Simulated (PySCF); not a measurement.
**Computed and reference excited states of 2-propynal (`C#CC=O`)**

Published values to compare with (the computed states carry no symmetry labels, so the two lists aren't matched line by line):

```csv
state,E (eV),f,kind of transition,source
3A''(n→π*),2.99,,0-0 transition,[1]
1A''(n→π*),3.24,,0-0 transition,[1]
3A''(n→π*),3.47,,vertical absorption,[2]
1A''(n→π*),3.80,0.000,vertical absorption,[2]
1A''(n→π*),3.81,,vertical absorption,[3]
3A'(π→π*),4.47,,vertical absorption,[2]
1A''(π→π*),5.51,,vertical absorption,[3]
1A''(π→π*),5.54,0.000,vertical absorption,[2]
```

[1] measured, gas; Loos, Lipparini, Boggio-Pasqua, Scemama, Jacquemin (2019), arXiv:1912.04173, literature columns
[2] computed, theoretical best estimate (aug-cc-pVTZ, frozen core, CC3 geometry), gas; Veril, Scemama, Caffarel, Lipparini, Boggio-Pasqua, Jacquemin, Loos, WIREs Comput. Mol. Sci. 2021, 11, e1517 (QUESTDB)
[3] computed, theoretical best estimate (aug-cc-pVTZ), revised with CC4, gas; Loos, Lipparini, Matthews, Blondel, Jacquemin, revising reference values with EOM-CC4 (2022), arXiv:2204.11658

2-propynal, C3H2O.
Structure used (PBE0-D3(BJ)/def2-TZVP), in Å, numbered top down from 1:
```
atom  x, y, z in Å
C1     1.4672    0.0566    0.4449
C2     0.3191   -0.0222    0.0987
C3    -1.0574   -0.0528   -0.3351
O4    -1.7614   -1.0245   -0.2648
H5     2.4843    0.1075    0.7581
H6    -1.4274    0.9050   -0.7466
```

Method used: PySCF, TDDFT CAM-B3LYP/aug-cc-pVTZ, vertical, gas phase, core orbitals frozen in the response. Geometry: PBE0-D3(BJ)/def2-TZVP; no solvent, vibrations or thermal averaging.

Computed singlets: 3.89 eV (f 0.000); 4.97 eV (f 0.000); 5.85 eV (f 0.106); 6.91 eV (f 0.000); 7.19 eV (f 0.007); 7.90 eV (f 0.087); 7.93 eV (f 0.011); 8.02 eV (f 0.048); 8.30 eV (f 0.093); 8.32 eV (f 0.296). Computed triplets (Tamm–Dancoff): 3.30, 4.12, 4.65, 5.71 eV.

**Question.** How does the lowest computed singlet compare with the best estimate listed for the lowest singlet (vertical absorption)?

**Answer.** 3.89 eV against 3.80 eV for 1A''(n→π*) [2]: a difference of +0.09 eV. Geometry and basis of the two calculations needn't be the same.

**Question.** How does the lowest computed triplet compare with the best estimate listed for the lowest triplet (vertical absorption)?

**Answer.** 3.30 eV against 3.47 eV for 3A''(n→π*) [2]: a difference of -0.17 eV. Geometry and basis of the two calculations needn't be the same.

Note on [3]: revises the 2021 QUESTDB value.

Adiabatic (Te) and 0-0 energies refer to the relaxed excited state and aren't the vertical quantity computed here.
